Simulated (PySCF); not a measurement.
Stepwise substitution at one centre (Si Cl-H). Isolated molecules, 0 K electronic values unless said otherwise. Strings in code marks are SMILES.

The HOMO–LUMO gap from two functionals at the same geometries (CAM-B3LYP-D3(BJ)/def2-TZVP), both in PySCF: PBE-D3(BJ)/def2-TZVP and TPSSh-D3(BJ)/def2-TZVP. 

```csv
species,PBE-D3(BJ)/def2-TZVP (eV),TPSSh-D3(BJ)/def2-TZVP (eV)
0 of 4 Cl replaced by H (`Cl[Si](Cl)(Cl)Cl`),6.51,7.82
1 of 4 Cl replaced by H,6.89,8.19
2 of 4 Cl replaced by H (`Cl[SiH2]Cl`),6.84,8.15
3 of 4 Cl replaced by H (`[SiH3]Cl`),6.68,7.97
4 of 4 Cl replaced by H,8.78,10.11
```

Over these rows, drawn at random from the members with no instability flagged (it was tested for open shells, ions and some series alone), PBE minus TPSSh-D3(BJ): mean -1.31 eV, from -1.33 eV to -1.29 eV.
